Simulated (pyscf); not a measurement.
H₂N–Zr(OH)(Cl)–Cl (SMILES [NH2][Zr]([OH])([Cl])[Cl]) + HCl (SMILES Cl) -> H₂N–Zr(Cl)(Cl)–Cl (SMILES [NH2][Zr]([Cl])([Cl])[Cl]) + H₂O (SMILES O) (four-centre exchange; singlet surface; O–Zr, Cl–H broken, Cl–Zr, H–O formed). Optimised with ωB97X-D3(BJ)/def2-SVP in PySCF. Energies in kcal/mol from the separated reactants.

| level | barrier | reaction energy |
|---|---|---|
| PBE/def2-TZVP | -0.8 | -5.3 |
| r²SCAN/def2-TZVP | -2.1 | -5.6 |
| PBE0-D3(BJ)/def2-TZVP | -1.8 | -6.4 |
| M06-2X/def2-TZVP | -1.7 | -5.8 |
| ωB97M-D3(BJ)/def2-TZVP | ___ | ___ |
| HF/def2-TZVP | ___ | -4.7 |

### Question
Fill in the missing entries.

### Answer

- ωB97M-D3(BJ)/def2-TZVP, barrier: 1.4
- ωB97M-D3(BJ)/def2-TZVP, reaction energy: -4.2
- HF/def2-TZVP, barrier: 13.7

On the reactant side the descent ends in an adduct with a Cl–Zr contact, 5.3 kcal/mol under the separated species and 2.6 kcal/mol under the saddle at ωB97X-D3(BJ)/def2-TZVP. On the product side the descent ends in an adduct with a O–Zr contact (not fully relaxed), 20.4 kcal/mol under the separated species and 25.3 kcal/mol under the saddle at ωB97X-D3(BJ)/def2-TZVP. At PBE, r²SCAN, PBE0-D3(BJ), M06-2X the saddle lies under the separated reactants, which points to a path from their complex (located at ωB97X-D3(BJ) alone). What is counted as formed (Cl–Zr) is already present as a longer contact in the reactant adduct; forming that adduct is a step of its own. What is counted as broken (O–Zr) persists as a longer contact in the product adduct; parting that adduct is a step of its own. At ωB97X-D3(BJ)/def2-TZVP the barrier from the zero used here is -2.7 kcal/mol. One saddle was located; it need not be the lowest between these sides. Elements past Kr carry the def2 core potentials, without spin-orbit coupling.
